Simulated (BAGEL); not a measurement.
**One shape, several levels: doublet C2H3F+**

Wanted: a comparison of 5 runs (UHF/STO-3G, UHF/3-21G, ROHF/6-31G*, UHF/6-31G*, ROHF/def2-TZVP) of doublet C2H3F+. 

The results are computed with BAGEL 1.2.2.

### Step 1. Starting point

C2H3F+ has 6 atoms, charge +1, and is taken as a doublet. SMILES of the parent species: `C=CF`. Geometry: relaxed at PBE0-D4/def2-TZVP. That shape belongs to the parent species and isn't relaxed for this state.

Bond lengths: C1–C2 1.316 Å, C2–F3 1.336 Å, C1–H4 1.082 Å, C1–H5 1.081 Å, C2–H6 1.084 Å. Angles: C1–C2–F3 122.3°, C1–C2–H6 125.7°, F3–C2–H6 112.0°, C2–C1–H4 121.6°, C2–C1–H5 119.2°, H4–C1–H5 119.2°.

### Step 2. The energy at UHF/STO-3G (density fitting with qzvpp-jkfit) (run 1)

calc.json reads:

```json
{ "bagel": [

{
  "title": "molecule",
  "basis": "sto-3g",
  "df_basis": "qzvpp-jkfit",
  "angstrom": true,
  "geometry": [
    { "atom": "C", "xyz": [      -0.536200,       0.076400,      -0.442800 ] },
    { "atom": "C", "xyz": [       0.490000,      -0.016300,       0.376600 ] },
    { "atom": "F", "xyz": [       0.966200,      -1.192400,       0.795500 ] },
    { "atom": "H", "xyz": [      -1.043900,      -0.803300,      -0.816600 ] },
    { "atom": "H", "xyz": [      -0.880200,       1.054100,      -0.749700 ] },
    { "atom": "H", "xyz": [       1.046100,       0.817400,       0.790700 ] }
  ]
},

{ "title": "uhf", "charge": 1, "nopen": 1 },

{ "title": "print", "file": "orbitals.molden", "orbitals": true }

]}
```

Started as:

```console
$ BAGEL_NUM_THREADS=1 BAGEL calc.json > calc.out
```

Output:

```text
* using 1 threads per process

  ===============================================================
  ===============================================================

  *** Geometry ***

  { "atom" : "C", "xyz" : [     -1.013271,      0.144375,     -0.836771 ] },
  { "atom" : "C", "xyz" : [      0.925966,     -0.030803,      0.711671 ] },
  { "atom" : "F", "xyz" : [      1.825853,     -2.253309,      1.503277 ] },
  { "atom" : "H", "xyz" : [     -1.972685,     -1.518017,     -1.543150 ] },
  { "atom" : "H", "xyz" : [     -1.663337,      1.991960,     -1.416728 ] },
  { "atom" : "H", "xyz" : [      1.976842,      1.544662,      1.494206 ] },

  Number of auxiliary basis functions:      281

  Since a DF basis is specified, we compute 2- and 3-index integrals:
    o Being stored without compression. Storage requirement is 0.001 GB

  Number of basis functions:       18
  Number of electrons      :       24

    * METHOD: MOLECULE                             0.04

  *** Open-shell HF ***

  === Nuclear Repulsion ===
    67.7932978193

      * DIIS with orbital gradients will be used.

  === UHF iteration (sto-3g) ===
      0       -174.14366844          0.06301257           0.01
      1       -174.23615332          0.02702670           0.00
      2       -174.25028733          0.01087445           0.00
[... 15 lines of this table left out ...]
     18       -174.25325959          0.00000000           0.00
    * SCF iteration converged.

    * S^2 (UHF) is 0.7656

    * Permanent dipole moment:
           (    0.490217,    -0.834704,     0.418354) a.u.

    * METHOD: UHF                                  0.12

    * METHOD: PRINT                                0.00

  ===============================================================
```

Run time: 0.32 s. Hardware: 1 thread of Arm Neoverse V2, shared host.

### Step 3. A single-point energy at UHF/3-21G (density fitting with qzvpp-jkfit) (run 2)

input.json reads:

```json
{ "bagel" : [

{
  "title" : "molecule",
  "basis" : "3-21g",
  "df_basis" : "qzvpp-jkfit",
  "angstrom" : "true",
  "geometry" : [
    { "atom" : "C", "xyz" : [      -0.536200,       0.076400,      -0.442800 ] },
    { "atom" : "C", "xyz" : [       0.490000,      -0.016300,       0.376600 ] },
    { "atom" : "F", "xyz" : [       0.966200,      -1.192400,       0.795500 ] },
    { "atom" : "H", "xyz" : [      -1.043900,      -0.803300,      -0.816600 ] },
    { "atom" : "H", "xyz" : [      -0.880200,       1.054100,      -0.749700 ] },
    { "atom" : "H", "xyz" : [       1.046100,       0.817400,       0.790700 ] }
  ]
},

{
  "title" : "uhf",
  "charge" : 1,
  "nopen" : 1
},

{
  "title" : "print",
  "file" : "orbitals.molden",
  "orbitals" : "true"
}

]}
```

Started as:

```console
$ BAGEL_NUM_THREADS=1 BAGEL input.json > input.out
```

Output:

```text
* using 1 threads per process

  ===============================================================
  ===============================================================

  *** Geometry ***

  { "atom" : "C", "xyz" : [     -1.013271,      0.144375,     -0.836771 ] },
  { "atom" : "C", "xyz" : [      0.925966,     -0.030803,      0.711671 ] },
  { "atom" : "F", "xyz" : [      1.825853,     -2.253309,      1.503277 ] },
  { "atom" : "H", "xyz" : [     -1.972685,     -1.518017,     -1.543150 ] },
  { "atom" : "H", "xyz" : [     -1.663337,      1.991960,     -1.416728 ] },
  { "atom" : "H", "xyz" : [      1.976842,      1.544662,      1.494206 ] },

  Number of auxiliary basis functions:      281

  Since a DF basis is specified, we compute 2- and 3-index integrals:
    o Being stored without compression. Storage requirement is 0.002 GB

  Number of basis functions:       33
  Number of electrons      :       24

    * METHOD: MOLECULE                             0.04

  *** Open-shell HF ***

  === Nuclear Repulsion ===
    67.7932978193

      * DIIS with orbital gradients will be used.

  === UHF iteration (3-21g) ===
      0       -175.47433372          0.06127585           0.01
      1       -175.54558666          0.03932158           0.01
      2       -175.56234199          0.02622398           0.01
[... 15 lines of this table left out ...]
     18       -175.57425558          0.00000001           0.01
    * SCF iteration converged.

    * S^2 (UHF) is 0.7546

    * Permanent dipole moment:
           (    0.803420,    -1.316115,     0.683882) a.u.

    * METHOD: UHF                                  0.20

    * METHOD: PRINT                                0.00

  ===============================================================
```

Run time: 0.42 s. Hardware: 1 thread of Arm Neoverse V2, shared host.

Runs 3 to 4 aren't shown in full; the table further down has their settings and results.

### Step 4. A single-point energy at ROHF/def2-TZVP (density fitting with qzvpp-jkfit) (run 5)

input.json reads:

```json
{ "bagel": [

{
  "title": "molecule",
  "basis": "def2-tzvp.json",
  "df_basis": "qzvpp-jkfit",
  "angstrom": "true",
  "geometry": [
    { "atom": "C", "xyz": [   -0.536200,    0.076400,   -0.442800 ] },
    { "atom": "C", "xyz": [    0.490000,   -0.016300,    0.376600 ] },
    { "atom": "F", "xyz": [    0.966200,   -1.192400,    0.795500 ] },
    { "atom": "H", "xyz": [   -1.043900,   -0.803300,   -0.816600 ] },
    { "atom": "H", "xyz": [   -0.880200,    1.054100,   -0.749700 ] },
    { "atom": "H", "xyz": [    1.046100,    0.817400,    0.790700 ] }
  ]
},
{ "title": "rohf", "charge": 1, "nopen": 1 },
{ "title": "print", "file": "orbitals.molden", "orbitals": "true" }

]}
```

The basis set def2-TZVP is read from a file made from the Basis Set Exchange's data (not shown).

Started as:

```console
$ BAGEL_NUM_THREADS=1 BAGEL input.json > input.out
```

Output:

```text
* using 1 threads per process

  ===============================================================
  ===============================================================

  *** Geometry ***

  { "atom" : "C", "xyz" : [     -1.013271,      0.144375,     -0.836771 ] },
  { "atom" : "C", "xyz" : [      0.925966,     -0.030803,      0.711671 ] },
  { "atom" : "F", "xyz" : [      1.825853,     -2.253309,      1.503277 ] },
  { "atom" : "H", "xyz" : [     -1.972685,     -1.518017,     -1.543150 ] },
  { "atom" : "H", "xyz" : [     -1.663337,      1.991960,     -1.416728 ] },
  { "atom" : "H", "xyz" : [      1.976842,      1.544662,      1.494206 ] },

  Number of auxiliary basis functions:      281

  Since a DF basis is specified, we compute 2- and 3-index integrals:
    o Being stored without compression. Storage requirement is 0.028 GB

  Number of basis functions:      111
  Number of electrons      :       24

    * METHOD: MOLECULE                             0.10

  *** Open-shell HF ***

  === Nuclear Repulsion ===
    67.7932978193

      * DIIS with orbital gradients will be used.

  === ROHF iteration (def2-tzvp.json) ===
      0       -176.48786128          0.03539614           0.05
      1       -176.57184876          0.02368462           0.06
      2       -176.59697157          0.01650945           0.06
[... 13 lines of this table left out ...]
     16       -176.62150211          0.00000000           0.06
    * SCF iteration converged.

    * S^2 (ROHF) is 0.7500

    * Permanent dipole moment:
           (    0.806948,    -1.264097,     0.684927) a.u.

    * METHOD: ROHF                                 1.08

    * METHOD: PRINT                                0.02

  ===============================================================
```

Run time: 1.4 s. Hardware: 1 thread of Arm Neoverse V2, shared host.

### Step 5. All runs side by side

| run | level | energy (Eh) | ⟨S²⟩ | wall time |
| --- | --- | --- | --- | --- |
| 1 | UHF/STO-3G (density fitting with qzvpp-jkfit) | -174.253260 | 0.766 | 0.32 s |
| 2 | UHF/3-21G (density fitting with qzvpp-jkfit) | -175.574256 | 0.755 | 0.42 s |
| 3 | ROHF/6-31G* (density fitting with qzvpp-jkfit, spherical functions) | -176.544269 | 0.750 | 0.56 s |
| 4 | UHF/6-31G* (density fitting with qzvpp-jkfit, spherical functions) | -176.546674 | 0.755 | 0.56 s |
| 5 | ROHF/def2-TZVP (density fitting with qzvpp-jkfit) | -176.621502 | 0.750 | 1.4 s |

### Step 6. Outcome

```
           quantity          value
run 5: total energy  -176.62150 Eh
        run 5: ⟨S²⟩          0.750
```

In words: In run 1 the basis is minimal, so the values are rough. All runs together took 3.2 s, the longest 1.4 s.
